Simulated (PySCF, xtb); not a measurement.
CH3NO, SMILES NC=O (connectivity only; charge and spin as stated), charge +1, multiplicity 2.

Coordinates come from a TPSSh-D3(BJ)/def2-TZVP optimisation. The multiplicity is an assumed one; other spin states were not compared. One conformer was computed; it need not be the lowest.

Level of theory: C-PCM-M06-2X/def2-SVP run with PySCF.

The values are the electrostatic part of the solvation free energy, E(continuum) − E(gas) at the gas-phase geometry, in a cavity of scaled van der Waals radii (PySCF's table); cavitation and dispersion terms are not included.

Computed values in water (ε = 78.36), ethanol (ε = 24.85), acetone (ε = 20.49):
| solvent | ε | ΔG(elec) (kcal/mol) |
|---|---|---|
| water | 78.36 | -73.0 |
| ethanol | 24.85 | -70.9 |
| acetone | 20.49 | -70.3 |

For comparison, GFN2-xTB/ALPB(water) (xtb, at the GFN2-xTB geometry, all terms of that model) gives -77.1 kcal/mol.
